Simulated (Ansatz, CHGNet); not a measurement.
# Ladder of methods for the elastic constant C12 of zinc-blende GaP

Reference value: 62 GPa (measured, temperature not stated, no zero-point or thermal correction, our sources range from 62.0 to 64.0; as tabulated in Råsander and Moram (2015), arXiv:1505.02379).

What do CHGNet-r²SCAN, PBE, PBE-D3(BJ), r²SCAN+rVV10, Hartree–Fock give, and how far is each from the reference?


```csv
level (code),value (GPa),cell (Å³/atom),difference (%)
CHGNet-r²SCAN,52.5,20.32,-15.3
PBE (Ansatz),52.5,20.87,-15.3
PBE-D3(BJ) (Ansatz),59.4,20.19,-4.2
r²SCAN+rVV10 (Ansatz),63.1,20.08,+1.8
Hartree–Fock (Ansatz),60.9,21.35,-1.8
```

The reference's temperature isn't stated, so close values are not ranked against it.

The measured value isn't corrected to a static lattice, so vibrations enter the comparison.  PBE-D3(BJ): the dispersion coefficients are held fixed in the derivatives. Each level is taken at its own relaxed cell. Cutoffs and k meshes differ between the levels. Ansatz's density-functional and Hartree–Fock values are scalar-relativistic unless marked +SOC, with PAW data made under PBE.

Machine-learned potentials (CHGNet-r²SCAN) are trained on DFT data: a solid inside that data is no test of them.

Differences are worked out from the printed values.

Ansatz is a first-principles code.
